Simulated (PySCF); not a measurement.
Species: aminoacetonitrile, C2H4N2.
SMILES: `N#CCN`

Torsions of this conformer, `[N:1]#[C:2][CH2:3][NH2:4]`: H–N4–C3–C2 68°, H–N4–C3–C2 -174°.

The closed-shell ground state was solved at several levels (PySCF, density fitting, gas phase, non-relativistic). Isolated species at its PBE0-D3(BJ)/def2-SVP geometry (one conformer only).

```csv
level,basis functions,total energy (Eh),HOMO (eV),LUMO (eV),gap (eV),dipole (D)
PBE0/pcJ-1,148,-187.8764,-7.74,0.28,8.02,4.74
B3LYP/aug-cc-pVTZ-J,264,-188.1768,-7.70,-0.91,6.79,4.66
BHandHLYP/pcJ-1,148,-187.9825,-9.25,1.17,10.42,4.83
KT2/pcJ-1,148,-191.2674,-6.29,-0.78,5.51,4.56
HF/pcJ-1,148,-186.9405,-11.65,3.52,15.17,5.01
B3LYP/pcJ-2,300,-188.1828,-7.67,-0.49,7.18,4.70
B97-2/pcJ-1,148,-188.0317,-7.47,0.24,7.71,4.72
LDA/pcJ-1,148,-186.4852,-6.22,-0.96,5.26,4.75
B3LYP/pcJ-1,148,-188.1053,-7.46,-0.03,7.43,4.70
HF/pcSseg-2,200,-187.0090,-11.70,2.09,13.79,4.99
B3LYP/pcJ-0,64,-187.7358,-6.91,0.52,7.43,4.61
CAM-B3LYP/pcJ-1,148,-188.0089,-9.19,1.28,10.47,4.75
```

(1) What might PBE/pcJ-1 (148 basis functions) give for the same quantities?

(2) Over all these levels, which gives the widest orbital gap and which the narrowest?

(3) How much does the basis alone move the frontier levels among the 4 B3LYP rows?

(4) In the pcJ-1 basis, how does the gap go with the fixed share of exact exchange?

(5) How far do the dipole and the HOMO energy spread over the levels?

Results:

(1) Total energy -187.8718 Eh, HOMO -6.12 eV, LUMO -0.73 eV, gap 5.39 eV, dipole 4.61 D.

(2) HF/pcJ-1 (Hartree–Fock, all exact exchange) has the widest, 15.17 eV, and LDA/pcJ-1 (LDA) the narrowest, 5.26 eV. The two share the basis. From the narrowest to the widest the HOMO moves by -5.43 eV and the LUMO by +4.48 eV. The HOMO need not be the same orbital at Hartree–Fock and at DFT levels.

(3) The HOMO by 0.79 eV and the LUMO by 1.43 eV. By rising basis size (HOMO, LUMO in eV): pcJ-0 -6.91, 0.52; pcJ-1 -7.46, -0.03; aug-cc-pVTZ-J -7.70, -0.91; pcJ-2 -7.67, -0.49.

(4) LDA (0 %) 5.26 eV; PBE (0 %) 5.39 eV; KT2 (0 %) 5.51 eV; B3LYP (20 %) 7.43 eV; B97-2 (21 %) 7.71 eV; PBE0 (25 %) 8.02 eV; BHandHLYP (50 %) 10.42 eV; HF (100 %) 15.17 eV. Each rise in the share widens the gap here.

(5) The dipole runs from 4.56 to 5.01 D (mean 4.74 D) and the HOMO from -11.70 to -6.12 eV.
